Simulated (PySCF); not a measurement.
# Ionisation energy of Li by level of theory

Li [He] 2s1 (2S) → Li+ 1s2 (1S), as a difference of total energies. All numbers are calculated (PySCF 2.14, the non-relativistic Hamiltonian (point nucleus), in pcseg-2). The calculations carry no spin-orbit coupling.

```csv
method,ionisation energy (eV)
UHF,5.337
M06-2X,5.433
TPSS,5.490
```

For comparison: 5.392 eV (measured; NIST Atomic Spectra Database, ionization energies).
